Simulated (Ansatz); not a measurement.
Elements on the sites of an ideal wurtzite lattice, at a guessed lattice constant:

```
CELL_PARAMETERS angstrom
0.00000 0.00000 -4.99661
3.08433 5.34221 0.00000
3.08433 -5.34221 0.00000
ATOMIC_POSITIONS crystal
N 0.62200 0.16667 0.33333
N 0.62200 0.16667 0.83333
N 0.62200 0.66667 0.33333
N 0.62200 0.66667 0.83333
N 0.12200 0.33333 0.66667
N 0.12200 0.33333 0.16667
N 0.12200 0.83333 0.66667
N 0.12200 0.83333 0.16667
Si 0.00000 0.66667 0.83333
Si 0.50000 0.33333 0.66667
Si 0.50000 0.83333 0.16667
Zn 0.00000 0.66667 0.33333
Zn 0.50000 0.83333 0.66667
Ga 0.00000 0.16667 0.33333
Ga 0.00000 0.16667 0.83333
Ga 0.50000 0.33333 0.16667
```

Cell and atoms were relaxed without symmetry on coarser meshes and computed once more. Method: DFT PBE, scalar-relativistic, plane waves, PAW (Ansatz).

Settings: cutoff 420 eV, Γ-centred mesh 7×6×6 on the computed 16-atom cell, Gaussian smearing of 0.10 eV; no spin polarisation.

The relaxation ran on 3×3×3 k points with a smearing of 0.1 eV, from sites shaken by 0.02 Å.

Problem. What does the relaxation give?

Solution. A volume of 11.16 Å³/atom and no gap on the mesh. It lies 0.46 eV/atom below the elements' standard states (static lattices, no corrections for gases). The atoms leave their sites by 0.16 Å (root mean square) and 0.26 Å at most, and the cell stretches by up to 0.4 % at fixed volume.

```yaml
crystal:
  lattice:
    - [0.00647, -0.00896, -5.11951]
    - [3.16011, 5.48896, 0.00558]
    - [3.18365, -5.50255, -0.01357]
  atoms:
    - { symbol: N, position: [0.60417, 0.15472, 0.34369] }
    - { symbol: N, position: [0.60874, 0.18643, 0.82162] }
    - { symbol: N, position: [0.59684, 0.67652, 0.31316] }
    - { symbol: N, position: [0.65691, 0.65188, 0.85060] }
    - { symbol: N, position: [0.15584, 0.36486, 0.68337] }
    - { symbol: N, position: [0.10708, 0.32289, 0.16217] }
    - { symbol: N, position: [0.09661, 0.82224, 0.68406] }
    - { symbol: N, position: [0.15729, 0.82036, 0.13065] }
    - { symbol: Si, position: [0.01819, 0.66988, 0.83565] }
    - { symbol: Si, position: [0.51036, 0.34001, 0.67215] }
    - { symbol: Si, position: [0.50558, 0.82516, 0.16197] }
    - { symbol: Zn, position: [0.98943, 0.66747, 0.33396] }
    - { symbol: Zn, position: [0.49082, 0.83301, 0.66104] }
    - { symbol: Ga, position: [0.00592, 0.16072, 0.33298] }
    - { symbol: Ga, position: [0.99207, 0.16187, 0.83262] }
    - { symbol: Ga, position: [0.48247, 0.34029, 0.16238] }
```

Cost: 2 runs of about 18 core-minutes in all (earlier runs that led there not counted), on Arm Neoverse N1 (shared hosts).